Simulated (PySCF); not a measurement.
Mayer bond orders and bond lengths

Species: methyl cyclopropyl ketone, C5H8O.
SMILES with atom numbers: `[CH3:1][C:2](=[O:3])[CH:4]1[CH2:5][CH2:6]1` (hydrogens: H7, H8, H9 on C1; H10 on C4; H11, H12 on C5; H13, H14 on C6)

Structure used (PBE0-D3(BJ)/def2-SVP), in Å, numbered top down from 1:
```
atom  x, y, z in Å
C1     2.1424   -0.1027   -0.4424
C2     0.8053   -0.3834    0.1907
O3     0.6793   -1.1461    1.1230
C4    -0.3714    0.3211   -0.3989
C5    -1.5177    0.6354    0.5338
C6    -1.6696   -0.4557   -0.4570
H7     2.1219   -0.3928   -1.5054
H8     2.9299   -0.6597    0.0804
H9     2.3608    0.9767   -0.4109
H10   -0.1650    1.0221   -1.2121
H11   -1.3598    0.3449    1.5760
H12   -2.0498    1.5764    0.3753
H13   -1.6185   -1.4821   -0.0840
H14   -2.3071   -0.2980   -1.3303
```

Bond orders from the PBE0/pcSseg-1 density (PySCF). Isolated species at its PBE0-D3(BJ)/def2-SVP geometry (one conformer only).

(1) How far do the computed orders between heavy atoms stray from the drawn ones?

(2) Set the Mayer orders of the bonds beside their lengths.

Results:

(1) The largest departure is 0.083, at C6–C4 (drawn single, 0.917) and C4–C5 (drawn single, 0.920).

(2) 
```
  bond  drawn as  length (Å)  Mayer order
 C1–C2    single       1.506        1.017
 C2–O3    double       1.211        2.000
 C2–C4    single       1.493        0.928
 C4–C5    single       1.511        0.920
 C5–C6    single       1.482        0.992
 C6–C4    single       1.514        0.917
 C1–H7    single       1.102        0.943
 C1–H8    single       1.097        0.954
 C1–H9    single       1.102        0.944
C4–H10    single       1.093        0.961
C5–H11    single       1.093        0.943
C5–H12    single       1.093        0.954
C6–H13    single       1.093        0.946
C6–H14    single       1.093        0.954
```

By pair of heavy elements: C–C: lowest C6–C4 and C4–C5 (0.917, 1.514 Å), highest C1–C2 (1.017, 1.506 Å); in 2 of the 10 pairs the longer bond (by over 0.003 Å) has the higher order (by 0.02 or more). Bonds named together lie within 0.004.

Question: Sum the orders of all bonds at each heavy atom with more than one neighbour and set the sums beside the valence in the SMILES.

Answer: C1 3.858 (drawn 4), C2 3.945 (drawn 4), C4 3.726 (drawn 4), C5 3.809 (drawn 4), C6 3.809 (drawn 4). Orders between atoms that aren't bonded are not in these sums.

Mayer orders depend on the basis set.

The run behind these numbers computed NMR shieldings as well. On Intel Xeon 6975P-C, one thread, no GPU, shared host with 192 logical CPUs at a one-minute load of 53, this took 9.0 s and 0.71 GiB of memory at its peak.
